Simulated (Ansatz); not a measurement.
A ladder of methods for SiH4 (SMILES [H][Si]([H])([H])[H])

SiH4 has 5 atoms, charge 0, and is taken as a singlet. SMILES: `[H][Si]([H])([H])[H]`. Geometry: relaxed at GFN2-xTB.

```xyz
5

Si    0.0001    0.0000    0.0001
H     0.0113   -0.0194    1.4609
H     1.3735    0.0113   -0.4978
H    -0.6966    1.1967   -0.4657
H    -0.6882   -1.1885   -0.4975
```

Each level gives the energy change with the Si1–H4 bond stretched from 1.461 to 2.922 Å (eV). The values are calculated.

```csv
level,kind,program,value (eV),less FCI/3-21G,CPU time (all runs)
HF/3-21G (restricted),Hartree–Fock,Ansatz,4.39,+1.47,0.18 s
BLYP/3-21G (restricted),GGA,Ansatz,3.40,+0.48,1.1 s
r2SCAN0/3-21G (restricted),hybrid meta-GGA,Ansatz,3.94,+1.02,2.4 s
wB97X/3-21G (restricted),range-separated hybrid,Ansatz,4.12,+1.20,4.7 s
B2PLYP/3-21G (restricted),double hybrid,Ansatz,3.73,+0.81,1.5 s
MP2/3-21G (restricted),perturbation theory,Ansatz,3.77,+0.85,0.21 s
CCSDT/3-21G (restricted),coupled cluster or CI,Ansatz,2.92,0.00,0.47 s
FCI/3-21G,exact in the basis,Ansatz,2.92,0.00,16 s
```

FCI/3-21G is exact within its basis and frozen core, so for wave-function methods in that basis the difference is their error; functionals converge differently with the basis, so for them it is only a difference. A spin-restricted reference rises too steeply as a bond breaks; here HF/3-21G, BLYP/3-21G, r2SCAN0/3-21G, wB97X/3-21G, B2PLYP/3-21G, MP2/3-21G lie well above the multireference or unrestricted value. The first shape isn't each level's own minimum. The values span 2.92 to 4.39 eV. All rows use very small basis sets, so none should be taken for the real molecule's value. Times are those of the runs behind each value, whatever else they computed, on shared processors of several kinds: orders of magnitude only.
